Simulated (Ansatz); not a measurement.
Basis-set extrapolation for AlH5OSi, SMILES `[AlH2][O][SiH3]` (PBE0-D4/def2-TZVP geometry, frozen core, Ansatz 0.2.0). Multiplicity 1, RHF reference.

```csv
,def2-TZVPP,def2-QZVPP
HF,-608.772752,-608.793865
MP2 correlation,-0.444033,-0.478745
CCSD(T) correlation,-0.495173,not run
```

Energies in hartree. Use E(X) = E(∞) + A·exp(−7.88·√X) for Hartree–Fock and E(X) = E(∞) + B·X^(−2.97) for correlation, with X = 3 and 4, and add CCSD(T) minus MP2 of the smaller set to the MP2 limit.

What is the CCSD(T) energy at the basis-set limit?

HF limit: -608.793865 + (-0.021113) × 0.13774 = -608.79677. MP2 limit: -0.478745 + (-0.034712) × 0.74074 = -0.50446. Higher-order term: -0.495173 − (-0.444033) = -0.05114. Total: -609.35237 hartree, 221.7 kJ/mol below CCSD(T)/def2-TZVPP.
